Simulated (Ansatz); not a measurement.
Barrier NH2 (SMILES [NH2]) + CH3 (SMILES [CH3]) via CH5N, on the benchmark's geometries as Psi4's copy gives them; open shells unrestricted, no zero-point energy, no spin–orbit coupling.
Transition structure (charge 0, multiplicity 3, Z-matrix in Å and degrees):
```
C
H 1 1.0835
H 1 1.0835 2 114.60
H 1 1.0835 2 114.60 3 -135.39
H 1 1.3953 2 101.55 3 112.38
N 5 1.2118 1 174.46 2 -176.62
H 6 1.0316 5 99.32 1 -0.92
```

Codes used: Ansatz (Gaussian orbitals). 

The barrier height (kcal/mol) and the share of exact exchange:

```csv
functional,exact exchange (%),value
PBE/def2-TZVPPD,0,0.71
PBE0/def2-TZVPPD,25,5.14
BLYP/def2-TZVPPD,0,3.49
B3LYP/def2-TZVPPD,20,6.13
BHLYP/def2-TZVPPD,50,10.55
r2SCAN/def2-TZVPPD,0,4.69
```

Problem. Take the value as linear in the share of exact exchange along PBE and PBE0. Give the slope, say whether the sign turns, and set the other functionals against that line.

Solution. 
Slope: (5.14 − (0.71))/2.5 = 1.77 kcal/mol for each 10 %. The line keeps its sign from 0 to 100 %. At 50 % it gives 9.6 kcal/mol. The LYP pair gives (10.55 − (3.49))/5 = 1.41 for each 10 %. BHLYP, at 50 %, lies 1.0 from the PBE line. B3LYP, at 20 %, lies 1.9 from the PBE line. r2SCAN, with none, stands 4.0 from PBE.

Ansatz is an electronic-structure program.
